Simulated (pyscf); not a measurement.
This saddle point was located with ωB97X-D3(BJ)/def2-SVP in PySCF.

```
O
Si 1 1.6651
Si 1 1.6714 2 131.15
H 3 1.4864 1 119.56 2 100.74
H 2 1.4872 1 108.10 3 177.73
H 2 1.4917 5 109.42 1 -121.08
H 2 1.4937 5 109.16 6 -118.86
H 3 1.5134 4 102.81 1 108.95
O 3 1.8839 4 114.81 8 95.90
H 9 0.9698 3 119.57 4 -155.99
H 9 1.1385 10 121.99 3 88.44
H 11 1.1260 9 134.53 10 -127.26
```

Surface: singlet, charge 0. Lowest wavenumbers (cm⁻¹): 1340i, 47, 65, 118, 137.

Which two sides does it connect, and which bonds change?

H₃Si–O–SiH₃ (SMILES [SiH3]O[SiH3]) + H₂O (SMILES O) ⇌ HO–SiH₂–O–SiH₃ (SMILES O[SiH2]O[SiH3]) + H₂ (SMILES [H][H]), a four-centre exchange read from left to right: H–Si, H–O broken and O–Si, H–H formed. At ωB97M-D3(BJ)/def2-TZVP it lies +141.5 kJ/mol from the left side and +236.4 kJ/mol from the right (each side as separated species at their lowest minima found). This is the saddle that the search found; another between the same sides may lie lower.
